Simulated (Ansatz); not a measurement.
in.yaml

```yaml
crystal:
  periodic: [false, false, false]
  atoms:
    - {symbol: Si, position_ang: [0.000000, 0.000000, 0.000000]}
    - {symbol: H, position_ang: [0.000000, 0.000000, 2.410000]}
basis:
  gaussian: {orbitals: cc-pVTZ}
magnetization: {spin_polarized: false, initial_magnetization: 3}
hamiltonian: {xc: {name: PBE0}}
correlation: {method: ccsdt, electrons: outside_noble_gas}
```

```sh
$ ansatz run in.yaml --threads 1 --pin off --events-out ev --progress --plain --max-ram 2393MiB
```

Log:

```
504 factors; integrals over basis functions are off by at most 1.7e-7 eV
mean field evaluation 1: about -7884.5562 eV, gradient 4.4e0 eV
mean field evaluation 2: about -7884.5560 eV, gradient 4.4e0 eV
mean field evaluation 4: about -7884.8474 eV, gradient 1.3e0 eV
mean field evaluation 8: about -7884.8638 eV, gradient 3.2e-2 eV
mean field evaluation 16: about -7884.8638 eV, gradient 7.4e-6 eV
mean field -7884.86383309 eV, -289.7634013135 hartree, gradient 7.4e-6 eV, S^2 3.750000; 2 other end points of the search recorded, 0 dependent functions left out
mean field evaluation 32: about -7873.8676 eV, gradient 1.3e-4 eV
5 core orbitals not correlated: weight in the atoms' cores, before any rotation towards them, 1.000 or more for the frozen orbitals, at most 0.000 for the correlated occupied ones
reference -7873.58746502 eV, -289.3490024301 hartree; 4, 1 occupied and 39, 42 virtual orbitals, 504 factors
second order -1.74862435 eV of doubles, -0.13805471 eV of singles
cycle   1  -2.21731832 eV  change   -3.3e-1 eV  update   5.9e-2
cycle   2  -2.45388461 eV  change   -2.4e-1 eV  update   2.7e-2
cycle   3  -2.45946003 eV  change   -5.6e-3 eV  update   9.5e-3
cycle   4  -2.46649936 eV  change   -7.0e-3 eV  update   6.5e-3
cycle   5  -2.47070402 eV  change   -4.2e-3 eV  update   4.0e-3
cycle   6  -2.47004836 eV  change    6.6e-4 eV  update   2.4e-3
cycle   7  -2.47089941 eV  change   -8.5e-4 eV  update   9.3e-4
cycle   8  -2.47175984 eV  change   -8.6e-4 eV  update   3.6e-4
cycle   9  -2.47155139 eV  change    2.1e-4 eV  update   1.8e-4
cycle  10  -2.47155854 eV  change   -7.1e-6 eV  update   1.0e-4
cycle  11  -2.47156169 eV  change   -3.2e-6 eV  update   5.6e-5
cycle  12  -2.47159614 eV  change   -3.4e-5 eV  update   2.6e-5
cycle  13  -2.47159727 eV  change   -1.1e-6 eV  update   7.0e-6
cycle  14  -2.47159407 eV  change    3.2e-6 eV  update   2.7e-6
cycle  15  -2.47159257 eV  change    1.5e-6 eV  update   1.1e-6
cycle  16  -2.47159270 eV  change   -1.3e-7 eV  update   5.1e-7
Total energy: -7876.05905772 eV, -289.4398317866 hartree
```

Ran on 1 thread of Arm Neoverse V1, shared host: 4.1 s wall, 0.2 GiB peak host memory.
